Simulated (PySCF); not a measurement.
Formic anhydride, C2H2O3.
Numbering: `[O:1]=[CH:2][O:3][CH:4]=[O:5]`

Geometry (PBE0-D3(BJ)/def2-SVP, Å), atoms numbered from 1 in this order:
```xyz
7
C2H2O3 angstrom
O     -1.2790    1.2472    0.1312
C     -1.1743    0.0708    0.2103
O     -0.0207   -0.6645    0.1139
C      1.1985   -0.1339   -0.2236
O      1.4231    0.9734   -0.5764
H     -2.0010   -0.6465    0.3952
H      1.9453   -0.9484   -0.1192
```

A calculation gives these core lines: C 1s: 295.88 eV; O 1s: 539.13 (area 2), 540.71 (area 1) eV.

Method used: delta-SCF UKS SCAN, pcX-2 on the ionised atom, pcseg-1 elsewhere, spin-free X2C in PySCF 2.14.0. The structure is a single PBE0-D3(BJ)/def2-SVP conformer in the gas phase; no vibrational or solvent corrections.

**Question.** Order the oxygen atoms by O 1s binding energy.

**Answer.** 539.13 eV: O1/O5 (anhydride carbonyl oxygen); 540.71 eV: O3 (anhydride bridging oxygen). The listed O 1s values span 1.58 eV, from O1/O5 (bonded to C (double bond)) to O3 (bonded to 2 C).

Bonded neighbours of each site: O1/O5: C (double bond); C2/C4: O (double bond), O and H; O3: 2 C.

**Question.** Give the binding energy of O 1s of O3 in hartree and in kJ/mol.

**Answer.** 540.71 eV = 19.8707 Eh = 52171 kJ/mol.

The first atom of each set that the bonding makes equivalent was ionised and stands for the set.
